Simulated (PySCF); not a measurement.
# Basis set benchmark on one molecule

Molecule: SMILES FP(F)P, F2H2P2.

Geometry (Å), atoms numbered from 1 in this order:
```xyz
6

F    -1.403   -0.975   -1.080
P    -0.865    0.421   -0.475
F    -1.764    0.481    0.864
P     0.958   -0.428    0.507
H     1.396    0.881    0.888
H     1.683   -0.377   -0.727
```

Geometry PBE0-D3(BJ)/def2-SVP throughout; GIAO in PySCF 2.14.0 with density-fitted response routines, gas phase, one conformer, non-relativistic; equivalent atoms averaged; functional PBE0.

Reference values (measured; solution; George Maxwell Hunter, The Preparation and Properties of Some Difluorophosphites, PhD thesis, University of Edinburgh, 1981): δ(P2) = 292.0 ppm vs 85 % H3PO4, δ(P4) = -138.0 ppm vs 85 % H3PO4. Computed shifts are taken against H3PO4, calculated as an isolated molecule at each level.

**Question.** How do the basis sets pcSseg-0, cc-pVDZ, aug-cc-pVDZ, cc-pVTZ, IGLO-III perform against the reference? Times are CPU seconds on 1 thread of an Arm Neoverse V1, shared host.

**Answer.** 
```tsv
basis set	functions	P2	P4	mean abs. error P	core-s
pcSseg-0	48	289.8	-227.7	45.9	2.1
cc-pVDZ	74	295.1	-139.0	2.1	3.3
aug-cc-pVDZ	118	281.4	-149.6	11.1	5.7
cc-pVTZ	156	291.5	-174.1	18.3	8.1
IGLO-III	178	315.5	-170.1	27.8	8.7
```

For $^{31}$P the closest is cc-pVDZ (2.1 ppm) and the furthest pcSseg-0 (45.9 ppm). Where a smaller basis beats a larger one, errors probably cancel. One molecule is a small sample, and vibrational and solvent effects are absent from the calculation.

A small basis that lands close on one nucleus may do so by chance; judge by the trend and by all nuclei.
